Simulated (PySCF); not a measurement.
3-methyl-1-butene (SMILES C=CC(C)C)

Molfile (atoms numbered from 1):
```
C5H10
     RDKit          3D

 15 14  0  0  0  0  0  0  0  0999 V2000
    2.2285   -0.1629   -0.1683 C   0  0  0  0  0  0  0  0  0  0  0  0
    1.0388   -0.2742    0.4043 C   0  0  0  0  0  0  0  0  0  0  0  0
   -0.2649    0.0962   -0.2288 C   0  0  0  0  0  0  0  0  0  0  0  0
   -0.9509    1.2038    0.5657 C   0  0  0  0  0  0  0  0  0  0  0  0
   -1.1711   -1.1261   -0.3443 C   0  0  0  0  0  0  0  0  0  0  0  0
    2.3365    0.2214   -1.1782 H   0  0  0  0  0  0  0  0  0  0  0  0
    3.1377   -0.4500    0.3471 H   0  0  0  0  0  0  0  0  0  0  0  0
    0.9718   -0.6647    1.4202 H   0  0  0  0  0  0  0  0  0  0  0  0
   -0.0552    0.4704   -1.2377 H   0  0  0  0  0  0  0  0  0  0  0  0
   -0.3228    2.0947    0.6267 H   0  0  0  0  0  0  0  0  0  0  0  0
   -1.9009    1.4833    0.1031 H   0  0  0  0  0  0  0  0  0  0  0  0
   -1.1629    0.8720    1.5866 H   0  0  0  0  0  0  0  0  0  0  0  0
   -1.3905   -1.5389    0.6451 H   0  0  0  0  0  0  0  0  0  0  0  0
   -0.7015   -1.9124   -0.9387 H   0  0  0  0  0  0  0  0  0  0  0  0
   -2.1227   -0.8622   -0.8128 H   0  0  0  0  0  0  0  0  0  0  0  0
  1  2  2  0
  2  3  1  0
  3  4  1  0
  3  5  1  0
  1  6  1  0
  1  7  1  0
  2  8  1  0
  3  9  1  0
  4 10  1  0
  4 11  1  0
  4 12  1  0
  5 13  1  0
  5 14  1  0
  5 15  1  0
M  END
```

Computed, not measured: PySCF, TDDFT CAM-B3LYP/def2-TZVPD excited states, vertical, gas phase. Geometry: PBE0-D3(BJ)/def2-TZVP.

**Question.** How strongly do the lowest singlets absorb one photon, and two photons of half the energy?

**Answer.** δ for parallel linear polarisation; σ at the peak of a Lorentzian of half width 0.1 eV, single beam; Ω is circular over linear.
```
state  E (eV)      f  photon λ (nm)  δ (au)  σ (GM)     Ω                                    main
   S1    6.96  0.063            356    15.1    0.27  1.50        HOMO→LUMO 0.67, HOMO→LUMO+3 0.14
   S2    7.34  0.000            338      47    0.93  1.50      HOMO→LUMO+2 0.47, HOMO→LUMO+3 0.46
   S3    7.38  0.458            336    16.2    0.32  0.47      HOMO→LUMO+1 0.85, HOMO→LUMO+4 0.12
   S4    7.69  0.002            322     101    2.18  1.50      HOMO→LUMO+2 0.33, HOMO→LUMO+3 0.32
   S5    7.99  0.002            310    1.45    0.03  1.50  HOMO−1→LUMO+1 0.77, HOMO−1→LUMO+4 0.10
   S6    8.14  0.007            305     539   13.10  0.20      HOMO→LUMO+4 0.83, HOMO→LUMO+1 0.12
```

Among these, the strongest one-photon state is S3, the strongest two-photon state S6, with a dipole change of 6.6 D (relaxed, norm of the difference vector).
